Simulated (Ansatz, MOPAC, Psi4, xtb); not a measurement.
# How methods differ on Si3H7 (SMILES [SiH3][SiH][SiH3])

Si3H7, doublet, SMILES `[SiH3][SiH][SiH3]`. Each level relaxes the structure for itself.

Quantity: the zero-point energy at each level's own minimum, in kJ/mol. The values are calculated.

```json
{"level": "PM6", "kind": "semi-empirical", "program": "MOPAC", "value (kJ/mol)": "137.3"}
{"level": "PM7", "kind": "semi-empirical", "program": "MOPAC", "value (kJ/mol)": "152.6"}
{"level": "PM7-", "kind": "semi-empirical", "program": "MOPAC", "value (kJ/mol)": "152.8"}
{"level": "GFN2-xTB", "kind": "semi-empirical", "program": "xtb", "value (kJ/mol)": "142.5"}
{"level": "UHF/STO-3G", "kind": "Hartree–Fock", "program": "Ansatz", "value (kJ/mol)": "198.8"}
{"level": "UHF/3-21G", "kind": "Hartree–Fock", "program": "Ansatz", "value (kJ/mol)": "156.6"}
{"level": "UHF/6-31G* (Cartesian functions)", "kind": "Hartree–Fock", "program": "Ansatz", "value (kJ/mol)": "163.1"}
{"level": "UPBE-D3(BJ)/def2-SVP (density fitting)", "kind": "GGA", "program": "Psi4", "value (kJ/mol)": "145.3"}
{"level": "UPBE0-D4/def2-TZVP", "kind": "global hybrid", "program": "Ansatz", "value (kJ/mol)": "150.3"}
```

Harmonic and unscaled. The values span 137.3 to 198.8 kJ/mol. Without the sets that lack polarisation functions the rows with a basis span only 145.3 to 163.1 kJ/mol.
